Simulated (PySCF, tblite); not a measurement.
# n-ethylmethylamine (C3H9N): a rotation path, then NMR shifts and spin-spin couplings on frames, part 1 of 3

Aim: move n-ethylmethylamine (C3H9N) (`CCNC`) away from its starting geometry and see how NMR shifts and spin-spin couplings follow the geometry.

Programs: tblite 0.8.0 and PySCF 2.14.0, with density-fitted response routines of our own. Each step states its level of theory. These are calculated values for one molecule in the gas phase, unless marked as measured. Atoms are numbered from 0 throughout.

**1. The starting structure**

13 atoms, charge 0, multiplicity 1; geometry from: GFN2-xTB.

Bonds of the start (Å): C0–C1 1.52, C1–N2 1.45, N2–C3 1.45, C0–H4 1.09, C0–H5 1.09, C0–H6 1.09, C1–H7 1.11, C1–H8 1.09, N2–H9 1.02, C3–H10 1.09, C3–H11 1.09, C3–H12 1.10.

**2. A band between two rotamers with GFN2-xTB**

What the job is given:

```
{"job": {"kind": "neb", "xc": "GFN2-xTB", "basis": "xTB", "atoms": [0, 1, 2, 3], "turn": 120}, "charge": 0, "multiplicity": 1}
C     -1.848111    -0.012926     0.244868
C     -0.452082    -0.449312    -0.175777
N      0.505767     0.609738     0.081098
C      1.862980     0.246750    -0.263396
H     -2.116334     0.905188    -0.270595
H     -2.574800    -0.783472     0.000658
H     -1.883898     0.170192     1.317142
H     -0.183536    -1.390001     0.340980
H     -0.435847    -0.648854    -1.252252
H      0.460253     0.869529     1.062911
H      2.524438     1.077208    -0.023329
H      1.912712     0.061312    -1.336945
H      2.224070    -0.654865     0.256909
```

Level: GFN2-xTB climbing-image nudged elastic band, gas phase.

Command:

```console
$ OMP_NUM_THREADS=1 python probes_run.py task.json out
```

The driver reads the jobs from task.json and runs them one after another.

What it wrote:

```text
image   E - E0 / eV
  0       0.0000
  1       0.0153
  2       0.0492
  3       0.0859
  4       0.1074
  5       0.1030
  6       0.0780
  7       0.0543
  8       0.0403
```

It took 2.8 s on 1 thread of Intel Xeon at 2.50GHz, shared host; peak memory 0.18 GiB.

The final band, with the dihedral C0–C1–N2–C3:

```
image  dihedral (°)  energy (eV)  energy (kcal/mol)
    0           178        0.000                0.0
    1           193        0.015                0.4
    2           207        0.049                1.1
    3           221        0.086                2.0
    4           234        0.107                2.5
    5           248        0.103                2.4
    6           261        0.078                1.8
    7           275        0.054                1.3
    8           287        0.040                0.9
```

**3. Nuclear shieldings: image 0, PBE0/pcSseg-1**

What the job is given:

```
{"job": {"kind": "nmr", "xc": "PBE0", "basis": "pcSseg-1", "pop": false}, "charge": 0, "multiplicity": 1}
C     -1.848100    -0.012900     0.244900
C     -0.452100    -0.449300    -0.175800
N      0.505800     0.609700     0.081100
C      1.863000     0.246800    -0.263400
H     -2.116300     0.905200    -0.270600
H     -2.574800    -0.783500     0.000700
H     -1.883900     0.170200     1.317100
H     -0.183500    -1.390000     0.341000
H     -0.435800    -0.648900    -1.252300
H      0.460300     0.869500     1.062900
H      2.524400     1.077200    -0.023300
H      1.912700     0.061300    -1.336900
H      2.224100    -0.654900     0.256900
```

Level: GIAO PBE0/pcSseg-1 NMR shielding, non-relativistic, gas phase.

What it wrote:

```text
coarse grid: 9904 points
cycle   1  E = -174.1838195803  dE =  1.981e-01  |g| = 3.630e-01  |ddm| = 2.878e+00
cycle   2  E = -174.1774822819  dE =  6.337e-03  |g| = 4.112e-01  |ddm| = 7.283e-01
cycle   3  E = -174.2183498636  dE = -4.087e-02  |g| = 4.382e-02  |ddm| = 3.950e-01
cycle   4  E = -174.2186437577  dE = -2.939e-04  |g| = 2.039e-02  |ddm| = 4.048e-02
cycle   5  E = -174.2187291051  dE = -8.535e-05  |g| = 3.077e-03  |ddm| = 1.533e-02
cycle   6  E = -174.2187310486  dE = -1.944e-06  |g| = 6.535e-04  |ddm| = 2.705e-03
final grid: 92968 points
cycle   7  E = -174.2406426921  dE = -2.438e-05  |g| = 7.883e-03  |ddm| = 1.931e-02
cycle   8  E = -174.2406383442  dE =  4.348e-06  |g| = 8.974e-03  |ddm| = 1.397e-02
cycle   9  E = -174.2406585397  dE = -2.020e-05  |g| = 5.877e-04  |ddm| = 7.616e-03
cycle  10  E = -174.2406586068  dE = -6.711e-08  |g| = 1.575e-04  |ddm| = 5.055e-04
cycle  11  E = -174.2406586116  dE = -4.819e-09  |g| = 2.844e-05  |ddm| = 1.178e-04
cycle  12  E = -174.2406586118  dE = -1.563e-10  |g| = 1.157e-05  |ddm| = 3.196e-05
converged SCF energy = -174.2406586118

GIAO shielding tensors (ppm)
atom      isotropic    diamagn.    paramagn.     s11        s22        s33       span
  0 C      168.586     246.668     -78.082    154.555    164.293    186.910     32.355
  1 C      135.337     246.554    -111.217    113.024    126.058    166.929     53.906
  2 N      214.667     319.753    -105.086    174.151    217.402    252.448     78.296
  3 C      146.579     244.612     -98.033    120.578    134.357    184.801     64.223
  4 H       30.292      29.548       0.744     26.571     28.275     36.029      9.458
  5 H       30.525      28.742       1.783     26.435     27.791     37.350     10.915
  6 H       30.805      30.181       0.624     27.047     29.050     36.318      9.271
  7 H       29.016      31.514      -2.497     25.327     27.829     33.893      8.567
  8 H       29.229      31.522      -2.293     25.266     28.556     33.867      8.601
  9 H       32.179      34.580      -2.401     23.313     33.124     40.101     16.788
 10 H       28.824      28.623       0.201     24.474     26.636     35.362     10.889
 11 H       29.261      29.492      -0.231     25.326     27.240     35.216      9.891
 12 H       29.179      29.364      -0.185     24.972     27.059     35.507     10.535
```

Run time: 22 s. Hardware: 1 thread of Intel Xeon at 2.50GHz, shared host; peak memory 0.54 GiB.

Shifts follow as δ = σ(reference) − σ, with reference shieldings (ppm) from runs at the same level and on the same kind of geometry: ¹H TMS 31.72, ¹³C TMS 186.9, ¹⁵N NH3 267.7. The references are single molecules in the gas phase, so shifts against H2O, NH3, PH3, H3PO4 or CFCl3 are not on the usual liquid scales and can be off by tens of ppm. Each atom is listed at this fixed geometry, with no averaging over motion; a spectrum would average atoms that exchange fast.

```
atoms                              environment  σ (ppm)  δ (ppm)
   C1                      sp3 CH2 bonded to N    135.3     51.6
   C3                methyl carbon bonded to N    146.6     40.3
   C0                            methyl carbon    168.6     18.3
  H10  hydrogen on a methyl carbon bonded to N    28.82     2.89
   H7       hydrogen on an sp3 CH2 bonded to N    29.02     2.70
  H12  hydrogen on a methyl carbon bonded to N    29.18     2.54
   H8       hydrogen on an sp3 CH2 bonded to N    29.23     2.49
  H11  hydrogen on a methyl carbon bonded to N    29.26     2.46
   H4              hydrogen on a methyl carbon    30.29     1.43
   H5              hydrogen on a methyl carbon    30.53     1.19
   H6              hydrogen on a methyl carbon    30.80     0.91
   H9            hydrogen on an amine nitrogen    32.18    -0.46
   N2                           amine nitrogen    214.7     53.1
```

Orbitals, density, ELF and potential are computed afterwards from the orbital file.

Frontier orbitals at PBE0/pcSseg-1, with the share of their density that lies nearest to each atom:

```
orbital  energy (eV)                                    lies on
   HOMO        -6.28        N2 63 %; H7, H9, H12 about 8 % each
   LUMO         1.56  H9 20 %; H7 15 %; H6, H12 about 10 % each
```

ELF in a plane through or near 6 of the atoms.

Ten even steps from ' ' (0.00) to '@' (1.00):
```
                                                        
                                                        
                                                        
                        ..                              
                      ..++==::                          
          ==%%**::  ..++%%%%**      --==--              
        **@@@@@@##  ..**@@@@##    ::**##++::            
      ..%%@@@@@@@@----++%%%%++  ..==####**::            
        ##@@@@@@%%++##**..==++..--++==++++::            
        ::==####::--%%%%++%%%%++%%####..****==..        
          ..--==--::******%%++::@@%%..==%%@@%%++        
            ::**####==..::++::--**##**@@@@@@@@%%..      
            ::**####--  ..##%%%%++--::@@@@@@@@%%..      
            ..++**++..  ::%%@@@@**..  ++%%@@%%==        
              ..::..    ::##@@%%++..    ..--..          
                          --++++..                      
                            ....                        
                                                        
                                                        
                                                        
```
The map spans 10.4 Å across and 7.9 Å up, centred on the molecule. Atoms in the plane (x, y in Å): C0 (1.9, 0.1), C1 (0.5, -0.5), N2 (-0.5, 0.5), C3 (-1.9, 0.0), H5 (2.6, -0.6), H10 (-2.6, 0.8).

log10 of the density (e/Å³) in the same plane.

Ten even steps from ' ' (-4.0) to '@' (2.0):
```
                                                        
                                                        
                      ........                          
          ..........::::--::::::....::::....            
        ....::::::::----==----::::::::::::::..          
      ..::----------====++++==------====----::..        
      ::--==++++++==++++****++======++++====--::..      
    ..::====******++****##****++++++****++==--::..      
    ..::==++**####****##%%##**++++**##****++==--::..    
    ..::--==++**##%%##########******@@##**++==--::..    
    ..::--==++**##%%******##############****++==::..    
      ::----++********++++**##%%************++==::..    
      ..::--==++**++++==++********++++++**++==--::..    
      ..::::--============++****++==========----..      
        ..::::----------====++++====--------::::..      
          ....::::::::::----====----::::......          
              ..........::::----::::......              
                        ............                    
                                                        
                                                        
```
The map spans 10.4 Å across and 7.9 Å up, centred on the molecule. Atoms in the plane (x, y in Å): C0 (1.9, 0.1), C1 (0.5, -0.5), N2 (-0.5, 0.5), C3 (-1.9, 0.0), H5 (2.6, -0.6), H10 (-2.6, 0.8).

On the surface of density 0.002 e/bohr³ the electrostatic potential runs, from the 1st to the 99th percentile, from -1.65 V near N2 to 1.16 V near H9.

**4. Indirect couplings: image 0, B3LYP/pcJ-1**

The job, as its differences from that of step 3:

```diff
@@ -1,2 +1,2 @@
-{"job": {"kind": "nmr", "xc": "PBE0", "basis": "pcSseg-1", "pop": false}, "charge": 0, "multiplicity": 1}
+{"job": {"kind": "j", "xc": "B3LYP", "basis": "pcJ-1"}, "charge": 0, "multiplicity": 1}
 C     -1.848100    -0.012900     0.244900
```

With the program's defaults for keys left out, this is: B3LYP/pcJ-1 indirect spin-spin coupling, non-relativistic, gas phase.

What it wrote:

```text
coarse grid: 9904 points
cycle   1  E = -174.4176578579  dE =  1.491e-01  |g| = 4.335e-01  |ddm| = 2.531e+00
cycle   2  E = -174.3943442662  dE =  2.331e-02  |g| = 5.412e-01  |ddm| = 9.191e-01
cycle   3  E = -174.4649079708  dE = -7.056e-02  |g| = 5.750e-02  |ddm| = 5.365e-01
cycle   4  E = -174.4653234968  dE = -4.155e-04  |g| = 3.317e-02  |ddm| = 5.705e-02
cycle   5  E = -174.4655431416  dE = -2.196e-04  |g| = 4.234e-03  |ddm| = 2.337e-02
cycle   6  E = -174.4655465047  dE = -3.363e-06  |g| = 9.454e-04  |ddm| = 3.389e-03
final grid: 92968 points
cycle   7  E = -174.4968065674  dE = -7.340e-05  |g| = 6.544e-03  |ddm| = 1.788e-02
cycle   8  E = -174.4968014542  dE =  5.113e-06  |g| = 7.945e-03  |ddm| = 1.132e-02
cycle   9  E = -174.4968172759  dE = -1.582e-05  |g| = 4.543e-04  |ddm| = 6.434e-03
cycle  10  E = -174.4968172846  dE = -8.660e-09  |g| = 4.006e-04  |ddm| = 5.736e-04
cycle  11  E = -174.4968173162  dE = -3.157e-08  |g| = 3.354e-05  |ddm| = 2.747e-04
cycle  12  E = -174.4968173164  dE = -1.981e-10  |g| = 1.303e-05  |ddm| = 3.504e-05
converged SCF energy = -174.4968173164

Indirect spin-spin couplings (Hz)
  i      j    bonds     total        FC       PSO       DSO        SD
  0 C    1 C    1     36.936    37.126    -0.369     0.179         -
  0 C    2 N    2     -3.470    -3.635     0.141    -0.001     0.025
  0 C    3 C    3      6.688     6.737     0.039    -0.088         -
  0 C    4 H    1    134.895   133.176     1.106     0.613         -
  0 C    5 H    1    130.372   128.506     1.283     0.583         -
  0 C    6 H    1    130.690   128.786     1.284     0.619         -
  0 C    7 H    2     -0.913    -0.847     0.149    -0.215         -
  0 C    8 H    2     -4.001    -3.962     0.179    -0.218         -
  0 C    9 H    3      1.861     1.843    -0.001     0.019         -
  0 C   10 H    4      0.588     0.601     0.316    -0.329         -
  0 C   12 H    4     -0.384    -0.361     0.249    -0.272         -
  1 C    2 N    1     -4.258    -3.873     0.363    -0.086    -0.662
  1 C    3 C    2     -0.795    -0.479    -0.291    -0.025         -
  1 C    4 H    2     -5.283    -5.286     0.173    -0.170         -
  1 C    5 H    2     -1.575    -1.577     0.181    -0.180         -
  1 C    6 H    2     -4.844    -4.829     0.164    -0.180         -
  1 C    7 H    1    133.240   131.806     0.523     0.912         -
  1 C    8 H    1    141.101   139.725     0.469     0.908         -
  1 C    9 H    2     -1.942    -1.919     0.305    -0.328         -
  1 C   10 H    3     13.236    13.299     0.476    -0.539         -
  1 C   11 H    3      1.767     1.821    -0.033    -0.021         -
  1 C   12 H    3      3.647     3.686    -0.013    -0.026         -
  2 N    3 C    1     -4.246    -3.640     0.147    -0.073    -0.680
  2 N    4 H    3     -1.490    -1.526     0.047    -0.028     0.017
  2 N    5 H    3     -8.335    -8.371    -0.138     0.187    -0.013
  2 N    6 H    3     -1.758    -1.714    -0.074     0.004     0.025
  2 N    7 H    2      0.354     0.402    -0.173     0.105     0.019
  2 N    8 H    2     -3.099    -3.013    -0.133     0.049    -0.002
  2 N    9 H    1    -67.893   -64.412    -2.908    -0.367    -0.206
  2 N   10 H    2     -2.186    -2.096    -0.187     0.087     0.010
  2 N   11 H    2     -2.102    -1.951    -0.222     0.076    -0.005
  2 N   12 H    2     -0.063     0.053    -0.265     0.131     0.018
  3 C    4 H    4     -0.356    -0.332     0.268    -0.292         -
  3 C    5 H    4      1.222     1.234     0.333    -0.344         -
  3 C    6 H    4     -0.378    -0.356     0.269    -0.291         -
  3 C    7 H    3      3.441     3.464     0.017    -0.040         -
  3 C    8 H    3      1.568     1.612    -0.006    -0.038         -
  3 C    9 H    2     -1.744    -1.695     0.379    -0.428         -
  3 C   10 H    1    138.640   137.221     0.773     0.646         -
  3 C   11 H    1    140.351   138.948     0.725     0.678         -
  3 C   12 H    1    132.130   130.659     0.786     0.685         -
  4 H    5 H    2    -13.358   -13.429     2.929    -2.858         -
  4 H    6 H    2    -12.632   -12.730     2.801    -2.703         -
  4 H    7 H    3     14.259    14.383     2.791    -2.915         -
  4 H    8 H    3      4.381     4.492     0.425    -0.536         -
  4 H    9 H    4     -0.316    -0.212     0.350    -0.454         -
  4 H   10 H    5     -0.176    -0.107     0.875    -0.944         -
  5 H    6 H    2    -13.602   -13.705     2.897    -2.795         -
  5 H    7 H    3      2.163     2.275     0.404    -0.516         -
  5 H    8 H    3      3.580     3.694     0.397    -0.511         -
  5 H    9 H    4     -0.490    -0.391     1.668    -1.768         -
  5 H   11 H    5     -0.242    -0.172     0.916    -0.985         -
  5 H   12 H    5     -0.234    -0.161     0.921    -0.994         -
  6 H    7 H    3      4.894     5.016     0.424    -0.546         -
  6 H    8 H    3     15.095    15.227     2.802    -2.934         -
  6 H    9 H    4     -0.191    -0.247    -1.515     1.572         -
  6 H   10 H    5     -0.168    -0.096     0.897    -0.970         -
  7 H    8 H    2     -9.909   -10.004     2.157    -2.061         -
  7 H    9 H    3      1.860     2.016     0.767    -0.923         -
  7 H   10 H    4     -0.756    -0.618     1.627    -1.765         -
  7 H   11 H    4      0.407     0.525     0.576    -0.695         -
  7 H   12 H    4      0.501     0.490    -1.228     1.238         -
  8 H    9 H    3     14.841    14.957     3.606    -3.721         -
  8 H   11 H    4     -0.184    -0.208    -1.381     1.405         -
  8 H   12 H    4      0.433     0.555     0.588    -0.710         -
  9 H   10 H    3      3.354     3.485     0.456    -0.586         -
  9 H   11 H    3     15.802    15.915     3.650    -3.764         -
  9 H   12 H    3      1.709     1.890     0.863    -1.044         -
 10 H   11 H    2    -14.348   -14.348     2.715    -2.716         -
 10 H   12 H    2    -10.597   -10.613     2.702    -2.686         -
 11 H   12 H    2    -10.426   -10.463     2.575    -2.539         -
```

Run time: 42 s. Hardware: 1 thread of Intel Xeon at 2.50GHz, shared host; peak memory 0.81 GiB.

A choice of the couplings up to four bonds, sorted by the number of bonds; isotopes 13C, 1H, 15N:

```
   pair  bonds  J (Hz)  Fermi contact (Hz)  dihedral (°)
  C1–H8      1   141.1               139.7             –
 C3–H11      1   140.4               138.9             –
 C3–H10      1   138.6               137.2             –
  C0–H4      1   134.9               133.2             –
  C1–H7      1   133.2               131.8             –
 C3–H12      1   132.1               130.7             –
  C0–H6      1   130.7               128.8             –
  C0–H5      1   130.4               128.5             –
  N2–H9      1   -67.9               -64.4             –
H10–H11      2   -14.3               -14.3             –
  H5–H6      2   -13.6               -13.7             –
  H4–H5      2   -13.4               -13.4             –
  H4–H6      2   -12.6               -12.7             –
H10–H12      2   -10.6               -10.6             –
H11–H12      2   -10.4               -10.5             –
  H7–H8      2    -9.9               -10.0             –
  C1–H4      2    -5.3                -5.3             –
  C1–H6      2    -4.8                -4.8             –
 H9–H11      3    15.8                15.9          -175
  H6–H8      3    15.1                15.2           179
  H8–H9      3    14.8                15.0           176
  H4–H7      3    14.3                14.4          -179
 C1–H10      3    13.2                13.3          -179
  N2–H5      3    -8.3                -8.4           177
  C0–C3      3     6.7                 6.7           178
  H6–H7      3     4.9                 5.0            61
  H4–H8      3     4.4                 4.5           -62
  C3–H5      4     1.2                 1.2             –
```

The spin-dipole term was solved for some atoms only; pairs without it lack that part.

Quadrupole couplings from the field gradients of the same density:

```
atom  isotope  eQq/h (MHz)     η
  N2      14N       -5.967  0.05
```

**5. NMR shieldings: image 2, PBE0/pcSseg-1**

What the job is given:

```
{"job": {"kind": "nmr", "xc": "PBE0", "basis": "pcSseg-1", "pop": false}, "charge": 0, "multiplicity": 1}
C     -1.847800     0.029200     0.141400
C     -0.437600    -0.534900     0.010000
N      0.535200     0.504500     0.305100
C      1.812600     0.319100    -0.346100
H     -1.953000     0.894500    -0.507600
H     -2.586400    -0.716700    -0.140500
H     -2.036500     0.340900     1.165600
H     -0.323700    -1.416800     0.662800
H     -0.271300    -0.863100    -1.019900
H      0.663200     0.583400     1.308600
H      2.485500     1.120100    -0.046500
H      1.660100     0.386000    -1.423600
H      2.295600    -0.645500    -0.127200
```

With the program's defaults for keys left out, this is: GIAO PBE0/pcSseg-1 NMR shielding, non-relativistic, gas phase.

What it wrote:

```text
coarse grid: 9904 points
cycle   1  E = -174.1807824279  dE =  1.984e-01  |g| = 3.691e-01  |ddm| = 2.880e+00
cycle   2  E = -174.1735650278  dE =  7.217e-03  |g| = 4.205e-01  |ddm| = 7.375e-01
cycle   3  E = -174.2163536894  dE = -4.279e-02  |g| = 4.256e-02  |ddm| = 4.042e-01
cycle   4  E = -174.2166238343  dE = -2.701e-04  |g| = 2.065e-02  |ddm| = 4.002e-02
cycle   5  E = -174.2167115408  dE = -8.771e-05  |g| = 2.960e-03  |ddm| = 1.598e-02
cycle   6  E = -174.2167133267  dE = -1.786e-06  |g| = 6.275e-04  |ddm| = 2.537e-03
final grid: 92968 points
cycle   7  E = -174.2383821376  dE = -2.612e-05  |g| = 7.691e-03  |ddm| = 2.041e-02
cycle   8  E = -174.2383777565  dE =  4.381e-06  |g| = 8.813e-03  |ddm| = 1.362e-02
cycle   9  E = -174.2383971324  dE = -1.938e-05  |g| = 5.954e-04  |ddm| = 7.549e-03
cycle  10  E = -174.2383972004  dE = -6.799e-08  |g| = 1.663e-04  |ddm| = 5.173e-04
cycle  11  E = -174.2383972058  dE = -5.394e-09  |g| = 2.883e-05  |ddm| = 1.268e-04
cycle  12  E = -174.2383972060  dE = -1.606e-10  |g| = 1.061e-05  |ddm| = 3.154e-05
converged SCF energy = -174.2383972060

GIAO shielding tensors (ppm)
atom      isotropic    diamagn.    paramagn.     s11        s22        s33       span
  0 C      166.515     246.270     -79.755    148.503    165.359    185.682     37.180
  1 C      136.696     246.074    -109.377    111.844    128.866    169.378     57.534
  2 N      219.513     319.471     -99.958    184.117    212.360    262.062     77.945
  3 C      146.210     244.391     -98.182    126.210    128.392    184.028     57.818
  4 H       30.402      29.703       0.699     26.780     28.679     35.748      8.967
  5 H       30.772      28.893       1.878     26.600     27.980     37.735     11.135
  6 H       30.694      29.858       0.836     27.066     28.907     36.107      9.041
  7 H       28.613      31.055      -2.442     24.195     27.835     33.809      9.613
  8 H       29.628      31.843      -2.215     25.110     30.390     33.383      8.273
  9 H       31.911      34.102      -2.190     23.065     32.216     40.453     17.389
 10 H       28.938      28.666       0.272     24.751     26.537     35.526     10.775
 11 H       29.295      29.767      -0.472     25.039     27.763     35.084     10.046
 12 H       29.110      29.137      -0.028     24.825     26.822     35.683     10.858
```

Run time: 16 s. Hardware: 1 thread of Intel Xeon at 2.50GHz, shared host; peak memory 0.56 GiB.

Key values: δ C1 50.2, C3 40.7, C0 20.4, N2 48.2, H7 3.10, H10 2.78 ppm.

(Continued in part 2 of 3.)
